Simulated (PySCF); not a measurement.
## How exact exchange moves a shielding

Molecule: `CC(N)=S`, C2H5NS.

Numbering as in the mapped SMILES `[CH3:1][C:2]([NH2:3])=[S:4]`. Hydrogens are named by the atom that carries them. Ha(N3) is cis to the C=O or C=S heteroatom; Hb(N3) is trans to the C=O or C=S heteroatom.

GIAO shieldings (ppm, equivalent atoms averaged) in PySCF 2.14 on the PBE0-D3(BJ)/def2-SVP geometry, basis pcSseg-2, gas phase, non-relativistic:

| functional | exact exchange (%) | σ(C1) | σ(N3) | σ(S4) |
| --- | --- | --- | --- | --- |
| BLYP | 0 | 141.0 | 102.0 | 151.7 |
| BP86 | 0 | 145.0 | 103.7 | 171.3 |
| PBE | 0 | 145.4 | 104.2 | 175.2 |
| B3LYP | 20 | 145.2 | 106.0 | 167.6 |
| PBE0 | 25 | 150.1 | 109.1 | 196.3 |
| mPW1PW91 | 25 | 149.5 | 108.4 | 190.1 |
| HF | 100 | 158.9 | 123.8 | 299.6 |

**Question.** Fit each shielding as a line in the percentage of exact exchange.

**Answer.** σ(C1) = 144.2 + 0.15 x (rms 1.8 ppm); σ(N3) = 103.2 + 0.21 x (rms 0.8 ppm); σ(S4) = 160.4 + 1.35 x (rms 11.0 ppm). The functionals also differ in their semilocal parts, which the line can't hold; Hartree–Fock has no correlation at all.

**Question.** What does the line predict for BHandHLYP (50 %), and what does the run give?

**Answer.** σ(C1): 151.7 predicted, 150.5 computed; σ(N3): 113.7 predicted, 112.5 computed; σ(S4): 227.9 predicted, 205.4 computed ppm.
